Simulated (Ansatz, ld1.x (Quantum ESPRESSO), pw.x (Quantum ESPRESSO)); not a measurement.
## pw.x on diamond H: one setting changed

Potential: ultrasoft, ld1.x (Quantum ESPRESSO) 7.5, LDA (PW92); core none, reference 1s0.5; waves: 1s (bound): rcut 1.10, rcutus 1.30 bohr; 1s channel at -0.15 Ry: rcut 1.10, rcutus 1.30 bohr; 2p channel at 0.15 Ry: rc 1.30 bohr; local part: the p channel; core correction: none; augmentation: built from norm-conserving waves at rcut, not smoothed further.

The reference run (k-mesh 15³, cutoffs 40/600 Ry, Fermi–Dirac 0.01 Ry, mixing_beta 0.4, conv_thr 1e-9, no spin) gives -0.02 GPa at 3.337 Å³/atom, where all-electron LAPW gives 0.18 GPa. This run, with its own iteration cap, changes nspin = 2 with starting_magnetization to 0.5.

```
&control
  calculation='scf', prefix='x', pseudo_dir='./', outdir='./tmp', tstress=.true., disk_io='none'
/
&system
  ibrav=0, nat=2, ntyp=1, ecutwfc=40, ecutrho=600, nbnd=8,
  occupations='smearing', smearing='fd', degauss=0.01, nspin=2, starting_magnetization(1)=0.5
/
&electrons
  conv_thr=1e-09, mixing_beta=0.4, electron_maxstep=50
/
ATOMIC_SPECIES
H 1.0 H.UPF
CELL_PARAMETERS angstrom
  0.00000000 1.49434911 1.49434911
  1.49434911 0.00000000 1.49434911
  1.49434911 1.49434911 0.00000000
ATOMIC_POSITIONS crystal
H 0.0000 0.0000 0.0000
H 0.2500 0.2500 0.2500
K_POINTS automatic
15 15 15 0 0 0
```

```bash
pw.x < H.scf.in > H.scf.out
```

Question: How does the run end?

Answer: It converges in 7 iterations; the free energy moves by +0.0 meV/atom and the pressure by +0.00 GPa. The result is that of the reference run.

```
Message from routine setup:
     using ibrav=0 with symmetry is DISCOURAGED, use correct ibrav instead
     lattice parameter (alat)  =       3.9936  a.u.
     unit-cell volume          =      45.0384 (a.u.)^3
     number of electrons       =         2.00
     number of Kohn-Sham states=            8
     kinetic-energy cutoff     =      40.0000  Ry
     charge density cutoff     =     600.0000  Ry
     scf convergence threshold =      1.0E-09
     Exchange-correlation= PW
     atomic species   magnetization
     number of k points=   120  Fermi-Dirac smearing, width (Ry)=  0.0100
     iteration #  1     ecut=    40.00 Ry     beta= 0.40
     total energy              =      -2.18749010 Ry
     estimated scf accuracy    <       0.00816979 Ry
     total magnetization       =     0.11 Bohr mag/cell
     absolute magnetization    =     0.11 Bohr mag/cell
     iteration #  2     ecut=    40.00 Ry     beta= 0.40
     total energy              =      -2.20418941 Ry
     estimated scf accuracy    <       0.00355204 Ry
     total magnetization       =     0.06 Bohr mag/cell
     absolute magnetization    =     0.06 Bohr mag/cell
     iteration #  3     ecut=    40.00 Ry     beta= 0.40
     total energy              =      -2.20634083 Ry
     estimated scf accuracy    <       0.00001096 Ry
     total magnetization       =    -0.00 Bohr mag/cell
     absolute magnetization    =     0.00 Bohr mag/cell
     iteration #  4     ecut=    40.00 Ry     beta= 0.40
     total energy              =      -2.20635112 Ry
     estimated scf accuracy    <       0.00000271 Ry
     total magnetization       =     0.00 Bohr mag/cell
     absolute magnetization    =     0.00 Bohr mag/cell
     iteration #  5     ecut=    40.00 Ry     beta= 0.40
     total energy              =      -2.20635212 Ry
     estimated scf accuracy    <       0.00000003 Ry
     total magnetization       =     0.00 Bohr mag/cell
     absolute magnetization    =     0.00 Bohr mag/cell
     iteration #  6     ecut=    40.00 Ry     beta= 0.40
     total energy              =      -2.20635226 Ry
     estimated scf accuracy    <       0.00000004 Ry
     total magnetization       =    -0.00 Bohr mag/cell
     absolute magnetization    =     0.00 Bohr mag/cell
     iteration #  7     ecut=    40.00 Ry     beta= 0.40
     the Fermi energy is     2.8692 ev
!    total energy              =      -2.20635228 Ry
     estimated scf accuracy    <          5.7E-11 Ry
     smearing contrib. (-TS)   =      -0.00034991 Ry
     The total energy is F=E-TS. E is the sum of the following terms:
     one-electron contribution =       0.91990494 Ry
     hartree contribution      =       0.11780353 Ry
     xc contribution           =      -1.33614401 Ry
     ewald contribution        =      -1.90756683 Ry
     total magnetization       =    -0.00 Bohr mag/cell
     absolute magnetization    =     0.00 Bohr mag/cell
     convergence has been achieved in   7 iterations
          total   stress  (Ry/bohr**3)                   (kbar)     P=       -0.20
     Message from routine punch:
     Nothing written, as per user request (disk_io='none')
```

The run took about 3.8 s on one core of a shared host (Neoverse-V1, 32 threads, 247 GiB, load 18).
